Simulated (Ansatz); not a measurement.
Take GaAs in the zinc blende structure (space group F-43m, No. 216; a = 5.659 Å) as the base.

Level of theory: PBEsol (Ansatz, a program for electronic structure), scalar-relativistic without spin-orbit coupling.

```
level   band gap  lattice parameter a  electron mass at Γ
------  --------  -------------------  ------------------
PBEsol   0.42 eV              5.659 Å            0.025 mₑ
```

Question: From these computed values, estimate the measured ones, and say how each level misses.

Answer: Measured: band gap 1.57 eV (static lattice; corrected from measurement; as listed in Wei Chen et al., Physical Review Materials (2018)); lattice parameter a 5.64 Å (static lattice; corrected from measurement; as listed in Daniel Mejia-Rodriguez, S. B. Trickey, Phys. Rev. B (2018)); electron mass at Γ 0.066 mₑ (temperature not stated; as listed in Magdalena Laurien, Oleg Rubel, Phys. Rev. B (2022)). Computed minus measured — band gap: PBEsol -1.15 eV; lattice parameter a: PBEsol +0.3 %; electron mass at Γ: PBEsol -62 %. Measured values not marked as corrected hold thermal and zero-point effects that the static-lattice runs lack. A measured gap can be an optical one, lowered by exciton binding. Levels without spin-orbit coupling miss its lowering of the gap, often about a third of the valence-band splitting.

Masses are band curvatures over ±0.01 Å⁻¹ around the edge. Stability against distortions was not tested.
